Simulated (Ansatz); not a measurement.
## Gold, fcc: convergence with Methfessel-Paxton smearing

Computed with Ansatz, PBE, scalar-relativistic PAW, on the relaxed cell (a = 4.157 Å; spin not included). Errors count from a run at 420 eV on a Γ-centred 21×21×21 mesh with Fermi-Dirac smearing of 0.1 eV, extrapolated to zero width. Fixed here: cutoff 420 eV, mesh 13×13×13. The SCF starts from atomic densities corrected by a trained network.

```csv
width (eV),E(σ→0) error (meV/atom),F error (meV/atom),P (GPa),SCF iterations
0.01,-2.4,-2.4,-0.15,4
0.03,-2.4,-2.4,-0.15,4
0.1,-2.4,-2.4,-0.19,4
0.2,-2.3,-2.4,-0.17,5
0.3,-2.4,-2.6,-0.09,5
0.6,-3.3,-2.7,0.06,5
1.0,-5.8,1.8,0.01,4
```
